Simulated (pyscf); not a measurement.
## Routes from HAs=AsH (SMILES [AsH]=[AsH]) + H₂O (SMILES O)

Candidate steps break at most two bonds and form at most two. Each was searched with GFN2-xTB (tblite) first. Structures and frequencies: ωB97X-D3(BJ)/def2-SVP in PySCF. Energies: ωB97M-D3(BJ)/def2-TZVP, eV, from the separated reactants, singlet surface; ΔG‡ with ideal gas, 1 atm, RRHO with modes under 100 cm⁻¹ raised to 100, one conformer, R ln 2 for chiral ones without a mode under 150 cm⁻¹.

| products | type | ΔE‡ | ΔE | ΔG‡ 298 K | ΔG‡ 900 K | ν‡ (cm⁻¹) |
|---|---|---|---|---|---|---|
| HO–AsH–AsH₂ | addition across a multiple bond or ene-type step | 0.87 | -0.54 | 1.21 | 2.09 | 1460i |
| HO–As=AsH + H₂ | four-centre exchange | 2.18 | +0.36 | 2.51 | 3.39 | 1689i |

Plain bond fissions and candidates not yet searched are not listed, and one of them may be faster. Each barrier is that of the saddle found; lower ones may exist. Elements up to Kr have no core potential and no relativistic terms here.
